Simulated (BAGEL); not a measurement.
# HF/6-31G(d) (density fitting with qzvpp-jkfit, spherical functions) run of CHFO (formyl fluoride)

What is the vertical ionisation energy of CHFO (formyl fluoride) at HF/6-31G* (density fitting with qzvpp-jkfit, spherical functions)? 

The results are computed with BAGEL 1.2.2.

### Step 1. Starting point

CHFO: 4 atoms, total charge 0, spin state singlet. As SMILES, `O=CF`. The shape is that of a GFN2-xTB optimisation.

Bond lengths: O1–C2 1.171 Å, C2–F3 1.341 Å, C2–H4 1.098 Å. Angles: O1–C2–F3 122.3°, O1–C2–H4 129.0°, F3–C2–H4 108.7°.

### Step 2. The energy at HF/6-31G(d) (density fitting with qzvpp-jkfit, spherical functions)

The input, hf.json:

```json
{ "bagel": [

{
  "title": "molecule",
  "basis": "6-31gs.json",
  "df_basis": "qzvpp-jkfit",
  "angstrom": "true",
  "geometry": [
    { "atom": "O", "xyz": [   -0.889680,    0.196020,    0.829980 ] },
    { "atom": "C", "xyz": [   -0.049740,    0.073340,    0.022930 ] },
    { "atom": "F", "xyz": [    0.584370,   -1.090860,   -0.181350 ] },
    { "atom": "H", "xyz": [    0.355050,    0.821510,   -0.671560 ] }
  ]
},
{
  "title": "hf"
},
{
  "title": "print",
  "file": "orbitals.molden",
  "orbitals": "true"
}

]}
```

The basis set 6-31G* is read from a file made from the Basis Set Exchange's data (not shown).

Run with:

```console
$ BAGEL_NUM_THREADS=1 BAGEL hf.json > hf.out
```

Log:

```text
* using 1 threads per process

  ===============================================================
  ===============================================================

  *** Geometry ***

  { "atom" : "O", "xyz" : [     -1.681252,      0.370424,      1.568435 ] },
  { "atom" : "C", "xyz" : [     -0.093995,      0.138593,      0.043331 ] },
  { "atom" : "F", "xyz" : [      1.104299,     -2.061427,     -0.342702 ] },
  { "atom" : "H", "xyz" : [      0.670947,      1.552429,     -1.269064 ] },

  Number of auxiliary basis functions:      247

  Since a DF basis is specified, we compute 2- and 3-index integrals:
    o Being stored without compression. Storage requirement is 0.004 GB

  Number of basis functions:       44
  Number of electrons      :       24

    * METHOD: MOLECULE                             0.03

  *** RHF ***

  === Nuclear Repulsion ===
    67.6421796645

      * DIIS with orbital gradients will be used.

  === RHF iteration (6-31gs.json) ===
      0       -212.54160786          0.03928502           0.00
      1       -212.64593300          0.02955580           0.00
      2       -212.74293785          0.00266710           0.00
      3       -212.74430657          0.00148164           0.00
      4       -212.74470975          0.00040554           0.00
      5       -212.74479117          0.00014826           0.00
      6       -212.74480002          0.00004456           0.00
      7       -212.74480070          0.00000925           0.00
      8       -212.74480073          0.00000249           0.00
      9       -212.74480073          0.00000142           0.00
     10       -212.74480073          0.00000031           0.00
     11       -212.74480073          0.00000010           0.00
     12       -212.74480073          0.00000006           0.00
     13       -212.74480073          0.00000002           0.00
     14       -212.74480073          0.00000001           0.01
    * SCF iteration converged.

    * Permanent dipole moment:
           (   -0.482614,    -0.483014,     0.672977) a.u.

    * METHOD: HF                                   0.11

    * METHOD: PRINT                                0.01

  ===============================================================
```

Wall time 0.3 s (1 thread of Intel Xeon 6975P-C (Granite Rapids), shared host).

### Step 3. The doublet cation, same level

The input, calc.json:

```json
{ "bagel" : [

{
  "title" : "molecule",
  "basis" : "6-31gs.json",
  "df_basis" : "qzvpp-jkfit",
  "angstrom" : true,
  "geometry" : [
    { "atom" : "O", "xyz" : [      -0.889680,       0.196020,       0.829980 ] },
    { "atom" : "C", "xyz" : [      -0.049740,       0.073340,       0.022930 ] },
    { "atom" : "F", "xyz" : [       0.584370,      -1.090860,      -0.181350 ] },
    { "atom" : "H", "xyz" : [       0.355050,       0.821510,      -0.671560 ] }
  ]
},

{
  "title" : "uhf",
  "charge" : 1,
  "nopen" : 1
},

{
  "title" : "print",
  "file" : "orbitals.molden",
  "orbitals" : true
}

]}
```

The basis set 6-31G* is read from a file made from the Basis Set Exchange's data (not shown).

Run with:

```console
$ BAGEL_NUM_THREADS=1 BAGEL calc.json > calc.out
```

Log:

```text
* using 1 threads per process

  ===============================================================
  ===============================================================

  *** Geometry ***

  { "atom" : "O", "xyz" : [     -1.681252,      0.370424,      1.568435 ] },
  { "atom" : "C", "xyz" : [     -0.093995,      0.138593,      0.043331 ] },
  { "atom" : "F", "xyz" : [      1.104299,     -2.061427,     -0.342702 ] },
  { "atom" : "H", "xyz" : [      0.670947,      1.552429,     -1.269064 ] },

  Number of auxiliary basis functions:      247

  Since a DF basis is specified, we compute 2- and 3-index integrals:
    o Being stored without compression. Storage requirement is 0.004 GB

  Number of basis functions:       44
  Number of electrons      :       24

    * METHOD: MOLECULE                             0.03

  *** Open-shell HF ***

  === Nuclear Repulsion ===
    67.6421796645

      * DIIS with orbital gradients will be used.

  === UHF iteration (6-31gs.json) ===
      0       -212.07737386          0.07640655           0.01
      1       -212.21037201          0.05718066           0.01
      2       -212.27681809          0.03720797           0.01
      3       -212.32334921          0.00605856           0.01
      4       -212.33225361          0.00292941           0.01
      5       -212.33424521          0.00167127           0.01
      6       -212.33518385          0.00099536           0.01
      7       -212.33558725          0.00060519           0.01
      8       -212.33577116          0.00031016           0.01
      9       -212.33581724          0.00011474           0.01
     10       -212.33582243          0.00004637           0.01
     11       -212.33582351          0.00002022           0.01
     12       -212.33582396          0.00000962           0.01
     13       -212.33582411          0.00000471           0.01
     14       -212.33582415          0.00000289           0.01
     15       -212.33582416          0.00000171           0.01
     16       -212.33582417          0.00000095           0.01
     17       -212.33582417          0.00000056           0.01
     18       -212.33582417          0.00000037           0.01
     19       -212.33582417          0.00000026           0.01
     20       -212.33582417          0.00000015           0.01
     21       -212.33582417          0.00000008           0.01
     22       -212.33582417          0.00000004           0.01
     23       -212.33582417          0.00000002           0.01
     24       -212.33582417          0.00000002           0.01
     25       -212.33582417          0.00000001           0.01
     26       -212.33582417          0.00000001           0.01
    * SCF iteration converged.

    * S^2 (UHF) is 0.7710

    * Permanent dipole moment:
           (    0.056112,    -1.125900,     0.368608) a.u.

    * METHOD: UHF                                  0.28

    * METHOD: PRINT                                0.00

  ===============================================================
```

It took 0.48 s on 1 thread of Intel Xeon 6975P-C (Granite Rapids), shared host.

### Step 4. Results

Level: HF/6-31G* (density fitting with qzvpp-jkfit, spherical functions).

| quantity | value |
| --- | --- |
| singlet CHFO: total energy | -212.74480 Eh |
| singlet CHFO: dipole moment | 2.44 D |
| singlet CHFO: HOMO energy | -13.79 eV |
| singlet CHFO: LUMO energy | 4.21 eV |
| singlet CHFO: HOMO–LUMO gap | 18.00 eV |
| doublet cation: total energy | -212.33582 Eh |
| doublet cation: ⟨S²⟩ | 0.771 |
| vertical ionisation energy (to the doublet cation) | 11.129 eV |

What this shows: The vertical ionisation energy comes to 11.13 eV (1074 kJ/mol). The negative HOMO energy of the first species, 13.79 eV, lies 2.66 eV above that difference.
